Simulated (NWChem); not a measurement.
System: water (H$_{2}$O); SMILES O

The following NWChem deck was run.

```
start job
memory heap 200 mb stack 900 mb global 1100 mb
geometry units angstroms noautoz
  O      0.000000     0.000000     0.143194
  H      0.757685     0.000000    -0.469929
  H     -0.757685     0.000000    -0.469929
end
basis spherical
  O library def2-tzvp
  H library def2-tzvp
end
dft
  xc bhlyp
  iterations 150
  vectors input atomic output neutral.movecs
end
task dft energy
charge 1
dft
  odft
  mult 2
  vectors input atomic output cation.movecs
end
task dft energy
```

Output (shortened):

```
             Northwest Computational Chemistry Package (NWChem) 7.3.0
             --------------------------------------------------------

 C2V symmetry detected

                             Geometry "geometry" -> ""
                             -------------------------

 Output coordinates in angstroms (scale by  1.889725989 to convert to a.u.)

  No.       Tag          Charge          X              Y              Z
 ---- ---------------- ---------- -------------- -------------- --------------
    1 O                    8.0000     0.00000000     0.00000000     0.12262460
    2 H                    1.0000     0.75768500     0.00000000    -0.49049840
    3 H                    1.0000    -0.75768500     0.00000000    -0.49049840

 Effective nuclear repulsion energy (a.u.)       9.0359679248

      Symmetry information
      --------------------

 Group name             C2v
 Group number             16
 Group order               4
 No. of unique centers     2

                                 NWChem DFT Module
                                 -----------------

 Summary of "ao basis" -> "ao basis" (spherical)
 ------------------------------------------------------------------------------
       Tag                 Description            Shells   Functions and Types
 ---------------- ------------------------------  ------  ---------------------
 O                         def2-tzvp                11       31   5s3p2d1f
 H                         def2-tzvp                 4        6   3s1p

      Symmetry analysis of basis
      --------------------------

        a1         19
        a2          4
        b1         12
        b2          8

            General Information
            -------------------
          SCF calculation type: DFT
          Wavefunction type:  closed shell.
          No. of atoms     :     3
          No. of electrons :    10
           Alpha electrons :     5
            Beta electrons :     5
          Charge           :     0
          Spin multiplicity:     1
          Use of symmetry is: on ; symmetry adaption is: on
          Maximum number of iterations: 150
          AO basis - number of functions:    43
                     number of shells:    19
          Convergence on energy requested:  1.00D-06
          Convergence on density requested:  1.00D-05
          Convergence on gradient requested:  5.00D-04

              XC Information
              --------------
                        BHLYP Method XC Functional
                     Hartree-Fock (Exact) Exchange  0.500
                        Slater Exchange Functional  0.500 local
                    Becke 1988 Exchange Functional  0.500 non-local
              Lee-Yang-Parr Correlation Functional  1.000

             Grid Information
             ----------------
          Grid used for XC integration:  medium
          Radial quadrature: Mura-Knowles
          Angular quadrature: Lebedev.
          Tag              B.-S. Rad. Rad. Pts. Rad. Cut. Ang. Pts.
          ---              ---------- --------- --------- ---------
          O                   0.60       49           6.0       434
          H                   0.35       45           7.0       434
          Grid pruning is: on
          Number of quadrature shells:    94
          Spatial weights used:  Erf1

      Superposition of Atomic Density Guess
      -------------------------------------

 Sum of atomic energies:         -75.78392565

      Non-variational initial energy
      ------------------------------

 Total energy =     -75.917687
 1-e energy   =    -121.498159
 2-e energy   =      36.544504
 HOMO         =      -0.474463
 LUMO         =       0.057229

      Symmetry analysis of molecular orbitals - initial
      -------------------------------------------------

  Numbering of irreducible representations:

     1 a1          2 a2          3 b1          4 b2

  Orbital symmetries:

     1 a1          2 a1          3 b1          4 a1          5 b2
     6 a1          7 b1          8 b1          9 a1         10 b2
    11 a1         12 b1         13 a1         14 a1         15 a2

   convergence    iter        energy       DeltaE   RMS-Dens  Diis-err
 ---------------- ----- ----------------- --------- --------- ---------
 d= 0,ls=0.0,diis     1    -76.3822066275 -8.54D+01  1.04D-02  3.51D-01
 d= 0,ls=0.0,diis     2    -76.3914461262 -9.24D-03  4.62D-03  3.24D-01
 d= 0,ls=0.0,diis     3    -76.4179439161 -2.65D-02  5.37D-04  5.01D-03
 d= 0,ls=0.0,diis     4    -76.4183423300 -3.98D-04  8.66D-05  7.52D-05
 d= 0,ls=0.0,diis     5    -76.4183497984 -7.47D-06  1.83D-05  7.60D-07
 d= 0,ls=0.0,diis     6    -76.4183499681 -1.70D-07  2.71D-06  1.55D-08

         Total DFT energy =      -76.418349968087
      One electron energy =     -122.845570461337
           Coulomb energy =       46.683609981737
    Exchange-Corr. energy =       -9.292357413242
 Nuclear repulsion energy =        9.035967924755

 Numeric. integr. density =       10.000000463424

                  Occupations of the irreducible representations
                  ----------------------------------------------

                     irrep           alpha         beta
                     --------     --------     --------
                     a1                3.0          3.0
                     a2                0.0          0.0
                     b1                1.0          1.0
                     b2                1.0          1.0

                       DFT Final Molecular Orbital Analysis
                       ------------------------------------

 Vector    3  Occ=2.000000D+00  E=-5.988906D-01  Symmetry=b1
              MO Center= -2.3D-15, -1.4D-16, -9.9D-02, r^2= 7.8D-01
   Bfn.  Coefficient  Atom+Function         Bfn.  Coefficient  Atom+Function
  ----- ------------  ---------------      ----- ------------  ---------------
     6      0.378654  1 O  px                 9      0.308379  1 O  px
    33      0.185107  2 H  s                 39     -0.185107  3 H  s
    32      0.142697  2 H  s                 38     -0.142697  3 H  s
    12      0.128559  1 O  px                34      0.063465  2 H  s
    40     -0.063465  3 H  s                 23      0.029172  1 O  d  1

 Vector    4  Occ=2.000000D+00  E=-4.735758D-01  Symmetry=a1
              MO Center=  4.1D-15,  2.2D-15,  1.8D-01, r^2= 7.3D-01
   Bfn.  Coefficient  Atom+Function         Bfn.  Coefficient  Atom+Function
  ----- ------------  ---------------      ----- ------------  ---------------
     8      0.410222  1 O  pz                11      0.329748  1 O  pz
    14      0.227532  1 O  pz                 5      0.218052  1 O  s
     4      0.192440  1 O  s                  3      0.135378  1 O  s
    33     -0.128632  2 H  s                 39     -0.128632  3 H  s
    32     -0.088061  2 H  s                 38     -0.088061  3 H  s

 Vector    5  Occ=2.000000D+00  E=-3.955243D-01  Symmetry=b2
              MO Center= -1.0D-16, -2.3D-15,  9.3D-02, r^2= 6.6D-01
   Bfn.  Coefficient  Atom+Function         Bfn.  Coefficient  Atom+Function
  ----- ------------  ---------------      ----- ------------  ---------------
     7      0.473068  1 O  py                10      0.395739  1 O  py
    13      0.328319  1 O  py                21     -0.026590  1 O  d -1

 Vector    6  Occ=0.000000D+00  E= 4.859205D-02  Symmetry=a1
              MO Center=  1.4D-14, -7.6D-16, -7.2D-01, r^2= 3.6D+00
   Bfn.  Coefficient  Atom+Function         Bfn.  Coefficient  Atom+Function
  ----- ------------  ---------------      ----- ------------  ---------------
     5      1.226155  1 O  s                 34     -0.974741  2 H  s
    40     -0.974741  3 H  s                 14     -0.356299  1 O  pz
     3      0.185550  1 O  s                  8     -0.149757  1 O  pz
    11     -0.099425  1 O  pz                 4     -0.095752  1 O  s
     2     -0.077984  1 O  s                 33     -0.052417  2 H  s

 Vector    7  Occ=0.000000D+00  E= 1.238942D-01  Symmetry=b1
              MO Center= -1.2D-14, -3.0D-17, -7.4D-01, r^2= 4.2D+00
   Bfn.  Coefficient  Atom+Function         Bfn.  Coefficient  Atom+Function
  ----- ------------  ---------------      ----- ------------  ---------------
    34      1.712273  2 H  s                 40     -1.712273  3 H  s
    12     -0.700149  1 O  px                 6     -0.230744  1 O  px
     9     -0.088385  1 O  px                33     -0.039659  2 H  s
    39      0.039659  3 H  s                 35      0.033606  2 H  px
    41      0.033606  3 H  px                37     -0.032315  2 H  pz

 Vector    8  Occ=0.000000D+00  E= 4.035649D-01  Symmetry=b1
              MO Center= -1.7D-16,  1.1D-31,  1.2D-01, r^2= 2.5D+00
   Bfn.  Coefficient  Atom+Function         Bfn.  Coefficient  Atom+Function
  ----- ------------  ---------------      ----- ------------  ---------------
    33      1.444597  2 H  s                 39     -1.444597  3 H  s
    12     -1.237328  1 O  px                34     -0.476680  2 H  s
    40      0.476680  3 H  s                  9     -0.320060  1 O  px
    23     -0.134708  1 O  d  1              32      0.111979  2 H  s
    38     -0.111979  3 H  s                  6     -0.109828  1 O  px

     Multipole analysis of the density
     ---------------------------------

     L   x y z        total         alpha         beta         nuclear
     -   - - -        -----         -----         ----         -------
     0   0 0 0     -0.000000     -5.000000     -5.000000     10.000000

     1   1 0 0      0.000000      0.000000      0.000000      0.000000
     1   0 1 0     -0.000000     -0.000000     -0.000000      0.000000
     1   0 0 1     -0.852876     -0.426438     -0.426438      0.000000

[...]
```

Level: BHandHLYP/def2-TZVP, vertical spin-unrestricted ions. All runs use the structure optimised with PBE-D3(BJ)/def2-SVP.
